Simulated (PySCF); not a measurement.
# Towards the basis-set limit for OH−

Aim: bond length, wavenumber and bond energy of OH− near the limit of CCSD(T), built from two basis sets and any small corrections listed.

Computed with PySCF 2.14.0. Level: CCSD(T) on RHF, no relativity in the base curves; scalar relativity is added as a correction.

2 further runs of the same task are left out: 2 set aside as unsound or not needed.

## 1. The job

| Property | Result |
| --- | --- |
| molecule | OH− |
| state | singlet, unpaired electrons none |
| smaller basis | H aug-cc-pVTZ, O aug-cc-pVTZ |
| larger basis | H aug-cc-pVQZ, O aug-cc-pVQZ |
| frozen core orbitals | 1 |
| extrapolation | correlation as n⁻³ (n = 3, 4), Hartree–Fock as (n+1)·exp(−9√n) |
| corrections | core–valence correlation, scalar relativity |
| distances (Å) | 0.8545, 0.8934, 0.9322, 0.9710, 1.0099, 1.0584, 1.1070 |
| masses (u) | 1.0078, 15.9949 |
| dissociation limit | H + O− |

On the command line:

```bash
> OMP_NUM_THREADS=4 python comp.py task.json out
```

## 2. The runs

Before running it: what results should come out? Wanted: for each run, Re; ωe; ωexe; αe; De.

As calculated:

| level | Re (Å) | ωe (cm⁻¹) | ωexe (cm⁻¹) | αe (cm⁻¹) | De (eV) |
| --- | --- | --- | --- | --- | --- |
| CCSD(T)/aug-cc-pVTZ(-PP) | 0.9678 | 3723.7 | 91.8 | 0.766 | 4.945 |
| CCSD(T)/aug-cc-pVQZ(-PP) | 0.9652 | 3745.7 | 93.3 | 0.773 | 4.999 |
| HF/CBS | 0.9421 | 4069.7 | 92.5 | 0.744 | 3.291 |
| MP2/CBS | 0.9639 | 3823.9 | 74.3 | 0.685 | 5.308 |
| CCSD/CBS | 0.9601 | 3811.1 | 94.5 | 0.773 | 4.931 |
| CCSD(T)/CBS | 0.9642 | 3756.7 | 94.1 | 0.775 | 5.034 |
| CCSD(T)/CBS+CV | 0.9634 | 3763.5 | 94.2 | 0.776 | 5.041 |
| CCSD(T)/CBS+CV+SR | 0.9635 | 3759.8 | 94.2 | 0.777 | 5.037 |

**Reading.** The last step gives Re = 0.9635 Å, ωe = 3759.8 cm⁻¹ and De = 5.037 eV; the smaller basis alone is off from it by +4.3 mÅ and -0.09 eV. Near the minimum the mean field binds by 3.27 eV and correlation adds 1.76 eV of binding. T1 is 0.022, large enough to doubt a single reference. Spin–orbit coupling and excitations beyond (T) are left out.
